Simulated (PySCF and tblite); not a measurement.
C₄H₅N, numbered as in [CH2:1]=[CH:2][CH2:3][C:4]#[N:5].

Level: PBE0-D3(BJ)/def2-TZVP//PBE0-D3(BJ)/def2-SVP, thermal terms from GFN2-xTB, symmetry numbers and mirror pairs counted. Conformers within 4 kcal/mol (GFN2-xTB free energy) were kept, 5 at most. GIAO shieldings: PBE0/pcSseg-1. Shifts are against TMS (¹H), TMS (¹³C), NH3 (¹⁵N) at the same level; of two unlike H on one atom, a is the less shielded. Run with PySCF (density fitting) and tblite.

Torsions listed: C1–C2–C3–C4. Of a mirror pair one member is shown.

| conformer | shape | symmetry | E(GFN2) kcal/mol | E(DFT) kcal/mol |
| --- | --- | --- | --- | --- |
| 1 | 0° | Cs | 0.27 | 0.00 |
| 2 | 123° | C1 (pair) | 0.00 | 0.80 |

(1) How much do the weights at 298.15 K and the averaged shift of H1a depend on how the conformers are weighted?

Answers

(1) 
| weighting | 1 (%) | 2 (%) | δ (ppm) | rms dipole (D) |
| --- | --- | --- | --- | --- |
| DFT energy with thermal terms, symmetry and mirror images (full scheme) | 71 | 29 | 5.97 | 3.94 |
| DFT energy with symmetry and mirror images | 66 | 34 | 5.94 | 3.95 |
| bare DFT energy | 80 | 20 | 6.03 | 3.93 |
| GFN2-xTB energy with symmetry and mirror images | 24 | 76 | 5.69 | 3.99 |
| GFN2-xTB free energy | 29 | 71 | 5.71 | 3.98 |
| leading conformer alone | 100 | 0 | 6.15 | 3.91 |
| equal weights | 50 | 50 | 5.85 | 3.96 |
| full scheme, search stopped after three starts | 0 | 100 | 5.54 | 4.01 |

The largest departure from the full scheme, 0.44 ppm, comes with: full scheme, search stopped after three starts.


¹⁵N shifts are against a computed isolated NH3 molecule, about 20 ppm from the liquid.